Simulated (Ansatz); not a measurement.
# Molecular dynamics of FH$_{5}$Si

input.yaml

```yaml
crystal:
  periodic: [false, false, false]
  atoms:
    - { symbol: Si, position_ang: [-0.4014, 0.3825, -0.1037] }
    - { symbol: H, position_ang: [0.6961, -0.9787, -0.7804] }
    - { symbol: H, position_ang: [-1.0119, 0.5932, -1.4257] }
    - { symbol: H, position_ang: [-1.4599, -0.1106, 0.7501] }
    - { symbol: H, position_ang: [0.3415, 1.5874, 0.188] }
    - { symbol: H, position_ang: [1.0044, -1.0017, 0.1496] }
    - { symbol: F, position_ang: [0.8311, -0.472, 1.222] }
magnetization:
  spin_polarized: true
basis:
  gaussian: { orbitals: def2-mTZVP }
hamiltonian:
  xc: lda
md:
  timestep: 0.5
  n_steps: 150
  ensemble: nve
  temperature: 1000.0
  initial_velocities: maxwell_boltzmann
  seed: 52194
```

Run as:

```bash
$ ansatz run input.yaml --threads 1 --pin off --max-ram 2048MiB --backend cpu --events-out ev --progress --plain --runs-dir out
```

It starts from a rough guess of a transition structure, not a stationary point.

Output, in part (one step line in 3, the closing report, with atoms numbered from 0):

```
md step     0: t =     0.00 fs  T =  1000.0 K  F+E_penalty+E_count = -10624.62392722 eV  E_kin = 0.646300 eV  conserved = -10623.97762723 eV  (24 SCF iters)
md step     3: t =     1.50 fs  T =   955.5 K  F+E_penalty+E_count = -10624.59418622 eV  E_kin = 0.617551 eV  conserved = -10623.97663536 eV  (24 SCF iters)
md step     6: t =     3.00 fs  T =   844.9 K  F+E_penalty+E_count = -10624.52123091 eV  E_kin = 0.546088 eV  conserved = -10623.97514274 eV  (23 SCF iters)
md step     9: t =     4.50 fs  T =   916.5 K  F+E_penalty+E_count = -10624.56872371 eV  E_kin = 0.592304 eV  conserved = -10623.97641941 eV  (25 SCF iters)
md step    12: t =     6.00 fs  T =   981.0 K  F+E_penalty+E_count = -10624.61066274 eV  E_kin = 0.634041 eV  conserved = -10623.97662155 eV  (24 SCF iters)
md step    15: t =     7.50 fs  T =   962.5 K  F+E_penalty+E_count = -10624.59796944 eV  E_kin = 0.622072 eV  conserved = -10623.97589789 eV  (23 SCF iters)
md step    18: t =     9.00 fs  T =   962.1 K  F+E_penalty+E_count = -10624.59788750 eV  E_kin = 0.621799 eV  conserved = -10623.97608863 eV  (27 SCF iters)
md step    21: t =    10.50 fs  T =   960.1 K  F+E_penalty+E_count = -10624.59690449 eV  E_kin = 0.620503 eV  conserved = -10623.97640111 eV  (27 SCF iters)
md step    24: t =    12.00 fs  T =   977.8 K  F+E_penalty+E_count = -10624.60656188 eV  E_kin = 0.631961 eV  conserved = -10623.97460090 eV  (27 SCF iters)
md step    27: t =    13.50 fs  T =  1326.8 K  F+E_penalty+E_count = -10624.83277090 eV  E_kin = 0.857529 eV  conserved = -10623.97524216 eV  (26 SCF iters)
md step    30: t =    15.00 fs  T =  1899.8 K  F+E_penalty+E_count = -10625.20525103 eV  E_kin = 1.227840 eV  conserved = -10623.97741127 eV  (26 SCF iters)
md step    33: t =    16.50 fs  T =  2294.4 K  F+E_penalty+E_count = -10625.46054647 eV  E_kin = 1.482890 eV  conserved = -10623.97765690 eV  (25 SCF iters)
md step    36: t =    18.00 fs  T =  2455.3 K  F+E_penalty+E_count = -10625.56365450 eV  E_kin = 1.586862 eV  conserved = -10623.97679251 eV  (25 SCF iters)
md step    39: t =    19.50 fs  T =  2573.0 K  F+E_penalty+E_count = -10625.63884811 eV  E_kin = 1.662929 eV  conserved = -10623.97591867 eV  (25 SCF iters)
md step    42: t =    21.00 fs  T =  2868.7 K  F+E_penalty+E_count = -10625.82960281 eV  E_kin = 1.854049 eV  conserved = -10623.97555417 eV  (26 SCF iters)
md step    45: t =    22.50 fs  T =  3316.1 K  F+E_penalty+E_count = -10626.12184033 eV  E_kin = 2.143200 eV  conserved = -10623.97864045 eV  (26 SCF iters)
md step    48: t =    24.00 fs  T =  3422.7 K  F+E_penalty+E_count = -10626.18979481 eV  E_kin = 2.212092 eV  conserved = -10623.97770236 eV  (24 SCF iters)
md step    51: t =    25.50 fs  T =  3261.2 K  F+E_penalty+E_count = -10626.08451898 eV  E_kin = 2.107713 eV  conserved = -10623.97680629 eV  (25 SCF iters)
md step    54: t =    27.00 fs  T =  3034.5 K  F+E_penalty+E_count = -10625.93799510 eV  E_kin = 1.961229 eV  conserved = -10623.97676659 eV  (25 SCF iters)
md step    57: t =    28.50 fs  T =  2849.3 K  F+E_penalty+E_count = -10625.81585406 eV  E_kin = 1.841478 eV  conserved = -10623.97437611 eV  (24 SCF iters)
md step    60: t =    30.00 fs  T =  3108.0 K  F+E_penalty+E_count = -10625.98447393 eV  E_kin = 2.008670 eV  conserved = -10623.97580424 eV  (24 SCF iters)
md step    63: t =    31.50 fs  T =  3560.7 K  F+E_penalty+E_count = -10626.27975568 eV  E_kin = 2.301294 eV  conserved = -10623.97846185 eV  (25 SCF iters)
md step    66: t =    33.00 fs  T =  3693.1 K  F+E_penalty+E_count = -10626.36436578 eV  E_kin = 2.386849 eV  conserved = -10623.97751662 eV  (23 SCF iters)
md step    69: t =    34.50 fs  T =  3620.2 K  F+E_penalty+E_count = -10626.31637507 eV  E_kin = 2.339742 eV  conserved = -10623.97663351 eV  (25 SCF iters)
md step    72: t =    36.00 fs  T =  3495.9 K  F+E_penalty+E_count = -10626.23576269 eV  E_kin = 2.259387 eV  conserved = -10623.97637616 eV  (24 SCF iters)
md step    75: t =    37.50 fs  T =  3428.9 K  F+E_penalty+E_count = -10626.19162722 eV  E_kin = 2.216129 eV  conserved = -10623.97549843 eV  (26 SCF iters)
md step    78: t =    39.00 fs  T =  3471.0 K  F+E_penalty+E_count = -10626.22110832 eV  E_kin = 2.243310 eV  conserved = -10623.97779861 eV  (25 SCF iters)
md step    81: t =    40.50 fs  T =  3290.0 K  F+E_penalty+E_count = -10626.10292900 eV  E_kin = 2.126319 eV  conserved = -10623.97661013 eV  (24 SCF iters)
md step    84: t =    42.00 fs  T =  3039.6 K  F+E_penalty+E_count = -10625.94035837 eV  E_kin = 1.964516 eV  conserved = -10623.97584209 eV  (25 SCF iters)
md step    87: t =    43.50 fs  T =  2897.7 K  F+E_penalty+E_count = -10625.84872352 eV  E_kin = 1.872790 eV  conserved = -10623.97593321 eV  (27 SCF iters)
md step    90: t =    45.00 fs  T =  2907.2 K  F+E_penalty+E_count = -10625.85372308 eV  E_kin = 1.878931 eV  conserved = -10623.97479227 eV  (27 SCF iters)
md step    93: t =    46.50 fs  T =  3172.6 K  F+E_penalty+E_count = -10626.02829694 eV  E_kin = 2.050435 eV  conserved = -10623.97786242 eV  (26 SCF iters)
md step    96: t =    48.00 fs  T =  3211.7 K  F+E_penalty+E_count = -10626.05372916 eV  E_kin = 2.075737 eV  conserved = -10623.97799231 eV  (25 SCF iters)
md step    99: t =    49.50 fs  T =  2955.7 K  F+E_penalty+E_count = -10625.88551331 eV  E_kin = 1.910250 eV  conserved = -10623.97526308 eV  (25 SCF iters)
md step   102: t =    51.00 fs  T =  2874.8 K  F+E_penalty+E_count = -10625.83365129 eV  E_kin = 1.857968 eV  conserved = -10623.97568364 eV  (26 SCF iters)
md step   105: t =    52.50 fs  T =  2928.5 K  F+E_penalty+E_count = -10625.86917106 eV  E_kin = 1.892712 eV  conserved = -10623.97645863 eV  (26 SCF iters)
md step   108: t =    54.00 fs  T =  3014.0 K  F+E_penalty+E_count = -10625.92400126 eV  E_kin = 1.947956 eV  conserved = -10623.97604548 eV  (26 SCF iters)
md step   111: t =    55.50 fs  T =  3118.5 K  F+E_penalty+E_count = -10625.99292090 eV  E_kin = 2.015461 eV  conserved = -10623.97746018 eV  (25 SCF iters)
md step   114: t =    57.00 fs  T =  3049.5 K  F+E_penalty+E_count = -10625.94674304 eV  E_kin = 1.970861 eV  conserved = -10623.97588164 eV  (26 SCF iters)
md step   117: t =    58.50 fs  T =  3081.1 K  F+E_penalty+E_count = -10625.96650672 eV  E_kin = 1.991293 eV  conserved = -10623.97521380 eV  (26 SCF iters)
md step   120: t =    60.00 fs  T =  3350.6 K  F+E_penalty+E_count = -10626.14174653 eV  E_kin = 2.165500 eV  conserved = -10623.97624668 eV  (25 SCF iters)
md step   123: t =    61.50 fs  T =  3716.7 K  F+E_penalty+E_count = -10626.37857399 eV  E_kin = 2.402117 eV  conserved = -10623.97645651 eV  (24 SCF iters)
md step   126: t =    63.00 fs  T =  3998.3 K  F+E_penalty+E_count = -10626.56390433 eV  E_kin = 2.584132 eV  conserved = -10623.97977278 eV  (24 SCF iters)
md step   129: t =    64.50 fs  T =  3717.9 K  F+E_penalty+E_count = -10626.38058147 eV  E_kin = 2.402893 eV  conserved = -10623.97768813 eV  (25 SCF iters)
md step   132: t =    66.00 fs  T =  3228.6 K  F+E_penalty+E_count = -10626.06147343 eV  E_kin = 2.086639 eV  conserved = -10623.97483422 eV  (26 SCF iters)
md step   135: t =    67.50 fs  T =  3055.1 K  F+E_penalty+E_count = -10625.95109564 eV  E_kin = 1.974491 eV  conserved = -10623.97660416 eV  (26 SCF iters)
md step   138: t =    69.00 fs  T =  2961.5 K  F+E_penalty+E_count = -10625.89047152 eV  E_kin = 1.914027 eV  conserved = -10623.97644451 eV  (26 SCF iters)
md step   141: t =    70.50 fs  T =  2905.6 K  F+E_penalty+E_count = -10625.85472557 eV  E_kin = 1.877878 eV  conserved = -10623.97684748 eV  (25 SCF iters)
md step   144: t =    72.00 fs  T =  2814.3 K  F+E_penalty+E_count = -10625.79601406 eV  E_kin = 1.818904 eV  conserved = -10623.97710972 eV  (24 SCF iters)
md step   147: t =    73.50 fs  T =  2660.7 K  F+E_penalty+E_count = -10625.69481793 eV  E_kin = 1.719640 eV  conserved = -10623.97517815 eV  (26 SCF iters)
md step   150: t =    75.00 fs  T =  2807.9 K  F+E_penalty+E_count = -10625.78988342 eV  E_kin = 1.814739 eV  conserved = -10623.97514468 eV  (24 SCF iters)
Total energy: -10625.78993196 eV, -390.4905775803 hartree
Atom 0 at    -0.425932     0.527537     0.247962 Å, force     0.095566     1.120149    -3.639423 eV/Å
Atom 1 at     3.498911    -5.693742    -4.283990 Å, force    -0.507556     0.270845    -0.871184 eV/Å
Atom 2 at    -0.227804     0.170242    -1.353121 Å, force    -0.432149     0.508251     1.806878 eV/Å
Atom 3 at    -1.551450     0.057488     0.908765 Å, force    -2.609961    -0.400702     0.356536 eV/Å
Atom 4 at     0.047000     1.810148     0.703228 Å, force    -0.416403     1.665731    -0.477918 eV/Å
Atom 5 at     3.108731    -5.485655    -4.954023 Å, force     0.507525    -0.270821     0.871167 eV/Å
Atom 6 at     0.585888    -0.196629     1.119213 Å, force     3.362979    -2.893452     1.953944 eV/Å
Dipole moment:    -0.246295     0.137641    -0.201433 e Å
```

All steps were run. The conserved energy stayed within 0.54 meV per atom of its start (net change 0.35 meV per atom), so the integration is sound. The system heated up, since it started high on the potential surface and ran downhill. A run of 0.075 ps of so small a system gives no equilibrium averages. The orbitals stay closed-shell, which can raise the energy where a bond breaks towards radicals; this wasn't checked here.

The step under study would form Si1–F7, H2–H6 and break Si1–H2, H6–F7. These pairs go: Si1–F7 2.00 → 1.52 Å, H2–H6 0.98 → 0.80 Å, Si1–H2 1.87 → 8.64 Å, H6–F7 1.21 → 8.44 Å. In the last frame they stand as after the step (other bonds may differ from the relaxed reactants and products). It ends as FH3Si + H2. Pairs count as bonded within 1.25 times the sum of covalent radii (0.12 Å more for H–H).

Last frame:

```xyz
7
Properties=species:S:1:pos:R:3
Si -0.426 0.527 0.248
H 3.499 -5.694 -4.284
H -0.228 0.170 -1.353
H -1.551 0.058 0.909
H 0.047 1.810 0.703
H 3.109 -5.486 -4.954
F 0.586 -0.197 1.119
```

Time of the run: 83 s on 1 thread of Intel(R) Xeon(R) Platinum 8488C (Sapphire Rapids), with other jobs on the host, peak memory 0.12 GiB.
